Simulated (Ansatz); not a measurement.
Ansatz (a first-principles code) input:

Ansatz 0.2 input:
```yaml
crystal:
  periodic: [false, false, false]
  atoms:
    - {symbol: O, position_ang: [-0.00631693, -0.86318997, -0.00597225]}
    - {symbol: C, position_ang: [-0.03446725, 0.54708405, -0.01355050]}
    - {symbol: C, position_ang: [1.29261454, -1.38884688, -0.01694134]}
    - {symbol: C, position_ang: [-1.48318306, 1.00650313, -0.00161071]}
    - {symbol: H, position_ang: [0.49875623, 0.93625895, 0.86939198]}
    - {symbol: H, position_ang: [0.48038982, 0.92669328, -0.91144416]}
    - {symbol: H, position_ang: [1.19169383, -2.47218965, -0.00293299]}
    - {symbol: H, position_ang: [1.83973082, -1.08424454, -0.91899626]}
    - {symbol: H, position_ang: [1.86318671, -1.06348022, 0.86302406]}
    - {symbol: H, position_ang: [-1.99947513, 0.61866218, -0.87504972]}
    - {symbol: H, position_ang: [-1.98139685, 0.63149919, 0.88784230]}
    - {symbol: H, position_ang: [-1.52959922, 2.09200021, -0.00912479]}
basis:
  gaussian:
    orbitals: def2-TZVP
hamiltonian:
  xc: b3lyp
  dispersion: d3bj
relax: {f_tol: 0.002, max_steps: 150}
```

Q: What final total energy does it print?

A: -194.43823 Eh (B3LYP-D3(BJ)/def2-TZVP). The basis has 172 functions. The run takes very roughly 29 core-seconds.
